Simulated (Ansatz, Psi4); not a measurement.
Worked example: the enthalpy of formation of CHCl2F (dichlorofluoromethane)

The species is CHCl2F (5 atoms), meant as a singlet with charge 0. SMILES: `FC(Cl)Cl`. Geometry: relaxed at PBE0-D4/def2-TZVP.

Total energies at BLYP/def2-SVPD (Psi4 1.11); the atoms run unrestricted:

```
species    state   energy (Eh)
 CHCl2F  singlet  -1058.534552
      F  doublet    -99.644460
      C  triplet    -37.801743
     Cl  doublet   -459.998388
      H  doublet     -0.496404
```

Harmonic wavenumbers at PBE0-D4/def2-TZVP, in cm⁻¹: 276, 370, 464, 747, 811, 1121, 1256, 1335, 3154.

Measured heats of formation of the gaseous atoms at 298.15 K, in kJ/mol: F 79.4, C 716.9, Cl 121.3, H 218.0. Spin-orbit lowering of the atoms at 298 K (mean of the ground term's levels less their thermal mean, from spectra), in kJ/mol: F 1.29, C 0.02, Cl 3.44. Take 1 Eh = 2625.50 kJ/mol, 1 cm⁻¹ = 0.0119627 kJ/mol, RT = 2.479 kJ/mol.

Work out the heat of formation of the gas at 298 K.


1. Electronic atomisation energy: (-99.644460) + (-37.801743) + 2 × (-459.998388) + (-0.496404) − (-1058.534552) = 0.595169 Eh = 1562.6 kJ/mol.
2. Zero-point energy: half the sum of the wavenumbers, 4767 cm⁻¹ = 57.0 kJ/mol.
3. Thermal vibrational enthalpy, Σ hcν̃/(exp(hcν̃/kT) − 1): 3.3 kJ/mol. Translation, rotation and pV of a non-linear molecule: 4 RT = 9.9 kJ/mol.
4. The 5 free atoms carry 5/2 RT each: 31.0 kJ/mol.
5. Spin-orbit coupling lowers the free atoms by 1.29 + 0.02 + 2 × 3.44 = 8.2 kJ/mol.
6. Atomisation enthalpy at 298 K: 1562.6 − 8.2 − 57.0 − 3.3 − 9.9 + 31.0 = 1515.2 kJ/mol.
7. Sum of the atoms' heats of formation: 1256.9 kJ/mol. Heat of formation: 1256.9 − 1515.2 = -258.3 kJ/mol.

The tabulated value is -284.5 kJ/mol (Active Thermochemical Tables), so this level is off by +26.2 kJ/mol, or 1.7 % of the atomisation enthalpy that the table implies (1541.3 kJ/mol). Anharmonicity and any spin-orbit splitting of the molecule are left out.
